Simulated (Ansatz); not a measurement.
The same path of H6OSi2 (9 atoms, charge 0, multiplicity 1) was run twice with different band settings. The coordinate that changes most is the dihedral H4–Si1–O2–Si3.

These are results of RKS PBE/def2-SVP (Ansatz), not measurements.

Relaxed end points:

```xyz
9
Properties=species:S:1:pos:R:3
Si -0.708 1.063 -0.934
O 0.499 0.115 -0.266
Si 0.800 -1.056 0.891
H -1.791 0.202 -1.529
H -0.092 1.906 -2.012
H -1.320 1.958 0.112
H 2.259 -1.401 0.834
H -0.018 -2.291 0.620
H 0.461 -0.543 2.266
```

```xyz
9
Properties=species:S:1:pos:R:3
Si -0.781 1.236 -0.603
O 0.392 0.356 0.202
Si 0.857 -1.193 0.630
H -2.131 1.026 0.032
H -0.857 0.821 -2.049
H -0.410 2.688 -0.519
H 2.137 -1.095 1.406
H 1.078 -2.038 -0.598
H -0.198 -1.847 1.484
```

Common settings: movable images 5; climbing image yes; spring 5.0 eV/Å²; start path IDPP; force threshold 0.05 eV/Å; iteration limit 60; end points relaxed.

| run | optimiser | largest step |
| --- | --- | --- |
| 1 | quadratic models (default) | default |
| 2 | fire | 0.02 Å |

Question: What does each run give, and how far can it be trusted?

Answer: Run 1: converged after 4 iterations, highest image 0.015 eV above the first end. A vibrational analysis at the climbing image gives one clearly imaginary mode, 78i cm⁻¹: a first-order saddle point.
Run 2: converged after 24 iterations, highest image 0.015 eV above the first end. Another band between the same ends (5 images) ends at a top of the same energy, where a vibrational analysis finds 1 clearly imaginary mode.
